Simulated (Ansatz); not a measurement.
Isolated molecules relaxed with PBE0-D4/def2-TZVP in Ansatz; ΔE leaves out vibrations. CCSD(T)/CBS is the MP2 limit (def2-TZVPP, def2-QZVPP) plus CCSD(T) − MP2 in def2-TZVPP, frozen cores. This one scheme is used for every species. DFT in def2-TZVPP. HSE06 is defined as in plane-wave codes. One conformer a species, not always the lowest.

`S[SiH2]Cl` → HCl + `[SiH]S`  (silylene formation by 1,1-elimination)

| level | ΔE (eV) |
| --- | --- |
| B97M-V | 2.65 |
| HSE06-D4 | 2.75 |
| LC-ωPBE | 2.89 |
| RPA@PBE/def2-TZVPP | 2.42 |
| MP2/def2-SVP | 2.68 |
| MP2/def2-QZVPP | 2.88 |
| SCS-MP2/def2-QZVPP | 2.79 |
| CCSD/CBS(def2) | 2.70 |

Problem. What does CCSD(T)/CBS give? (Estimate.)

Solution. The calculation gave: +2.70 eV. The listed levels differ from it by -0.05, 0.05, 0.19, -0.28, -0.02, 0.18, 0.09, 0.00 eV.

Largest T1 diagnostic among the species: 0.016.

The D4 term adds +0.11 eV with B3LYP and +0.06 eV with PBE0; it sums over pairs of atoms, weighted by their polarisabilities, and B3LYP, whose exchange is more repulsive, gets the larger term. From r2SCAN to r2SCAN0 (25 % exact exchange), in def2-TZVPP and without D4, ΔE moves by +0.06 eV. Leaving LDA and LC-ωPBE aside and taking each functional with its dispersion term where it has one, the values, not all of them listed here, spread over 0.44 eV, from BLYP-D4 to r2SCAN0-D4. LDA lies +0.26 eV from PBE without D4.

B3LYP here is the variant with VWN-RPA as its local correlation; programs differ in this.
